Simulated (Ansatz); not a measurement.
# C4H5Cl: basis-set convergence

Aim: see how fast density functionals converge with the basis set for C4H5Cl.

Method: one geometry, several basis sets; program: Ansatz 0.2.0, Gaussian basis.

Plan: PBE0-D4/def2-SVP; ωB97M-V/def2-SVP; PBE0-D4/def2-QZVPP; ωB97M-V/def2-QZVPP; the functionals' def2-TZVPP values are taken from earlier runs.

## 1. Structure used throughout

All runs share one geometry, relaxed beforehand with PBE0-D4 in a triple-zeta def2 set.

SMILES `C=C=C(C)Cl`, 10 atoms, charge 0, spin multiplicity 1.

Atoms are counted from 1 here; the program's logs count them from 0.

Bond lengths: C1–C2 1.299 Å, C1–H6 1.086 Å, C1–H7 1.086 Å, C2–C3 1.300 Å, C3–C4 1.490 Å, C3–Cl5 1.745 Å, C4–H8 1.093 Å, C4–H9 1.093 Å, C4–H10 1.090 Å. Angles: C2–C1–H6 121.3°, C2–C1–H7 121.3°, H6–C1–H7 117.3°, C1–C2–C3 179.1°, C2–C3–C4 126.1°, C2–C3–Cl5 119.1°, C4–C3–Cl5 114.9°, C3–C4–H8 110.4°, C3–C4–H9 110.4°, C3–C4–H10 110.2°, H8–C4–H9 107.7°, H8–C4–H10 109.1°, H9–C4–H10 109.1°.

## 2. PBE0-D4 in def2-SVP

in.yaml

```yaml
crystal:
  periodic: [false, false, false]
  atoms:
    - {symbol: C, position_ang: [-1.146013, 1.705456, -0.482826]}
    - {symbol: C, position_ang: [-0.254416, 0.769961, -0.351251]}
    - {symbol: C, position_ang: [0.624770, -0.176609, -0.206343]}
    - {symbol: C, position_ang: [0.469962, -1.395690, 0.635821]}
    - {symbol: Cl, position_ang: [2.145696, -0.058820, -1.054593]}
    - {symbol: H, position_ang: [-1.164527, 2.565688, 0.180161]}
    - {symbol: H, position_ang: [-1.899849, 1.661809, -1.263676]}
    - {symbol: H, position_ang: [0.555470, -2.295841, 0.021884]}
    - {symbol: H, position_ang: [1.254421, -1.435471, 1.395786]}
    - {symbol: H, position_ang: [-0.502612, -1.391583, 1.128037]}
basis:
  gaussian: {orbitals: def2-SVP}
hamiltonian: {xc: pbe0, dispersion: d4}
output: {orbitals: {seedname: orbitals}}
```

The runs that follow: ωB97M-V in def2-SVP; PBE0-D4 in def2-QZVPP; ωB97M-V in def2-QZVPP.

**Question.** What will the summary of the whole plan be? Wanted: PBE0-D4: double and triple zeta above quadruple; ωB97M-V: double and triple zeta above quadruple.

The runs gave:

```
                                       quantity          value
PBE0-D4: double and triple zeta above quadruple  9.57, 0.60 eV
ωB97M-V: double and triple zeta above quadruple  9.73, 0.57 eV
```

In words: For PBE0-D4 the step from double to triple zeta gains 8.97 eV and the next only 0.60 eV. Total energies overstate the basis error of differences, where much of it tends to cancel. The LUMO of ωB97M-V is positive and keeps falling with the basis (1.92 to 1.42 eV): an unbound level that the basis holds in place.
